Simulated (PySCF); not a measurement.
A species of formula C3H5FS has this rotational fingerprint, computed with PBE0-D3(BJ)/def2-SVP geometry optimisation, gas phase (PySCF 2.14.0):

```
Rotational constants : A = 6820, B = 3023, C = 2124 MHz
Dipole components    : |μa| = 0.37 D, |μb| = 0.06 D, |μc| = 0.06 D
Inertial defect      : -3.29 u·Å²
κ                    : -0.62
```

Problem. Which candidate fits, each taken in the one conformer that was computed?
A. `[CH3:1][S:2]/[CH:3]=[CH:4]\[F:5]` with C1–S2–C3–C4 2°
B. `C[C@@H]1S[C@H]1F`
C. `[F:1][CH2:2][CH2:3][CH:4]=[S:5]` with F1–C2–C3–C4 -62°, C2–C3–C4–S5 -126°
D. `[CH2:1]=[C:2]([F:3])[S:4][CH3:5]` with C1–C2–S4–C5 -142°
E. `[F:1][C@@H:2]1[CH2:3][C@@H:4]1[SH:5]` with C3–C4–S5–H -133°

Solution. A. It is CS/C=C\F, an asymmetric top. The candidates at the same level (rigid rotor, commonest isotopes):

| SMILES | A (MHz) | B (MHz) | C (MHz) | μa (D) | μb (D) | μc (D) | Δ (u·Å²) | point group | rotor |
| --- | --- | --- | --- | --- | --- | --- | --- | --- | --- |
| CS/C=C\F | 6820 | 3023 | 2124 | 0.37 | 0.06 | 0.06 | -3.29 | near Cs | asymmetric top |
| FCCC=S | 13437 | 1664 | 1577 | 1.46 | 1.42 | 0.07 | -20.89 | C1 | near-prolate asymmetric top |
| C[C@@H]1S[C@H]1F | 5520 | 3617 | 2406 | 1.71 | 1.44 | 0.48 | -21.27 | C1 | asymmetric top |
| C=C(F)SC | 6794 | 3141 | 2354 | 0.70 | 0.15 | 0.83 | -20.60 | C1 | asymmetric top |
| F[C@@H]1C[C@@H]1S | 6833 | 3093 | 2444 | 0.89 | 1.25 | 1.33 | -30.58 | C1 | asymmetric top |

`F[C@@H]1C[C@@H]1S` has C 15 % too high; `FCCC=S` has A 97 % too high; `C=C(F)SC` has C 11 % too high; `C[C@@H]1S[C@H]1F` has B 20 % too high. No structure here is proved a minimum.
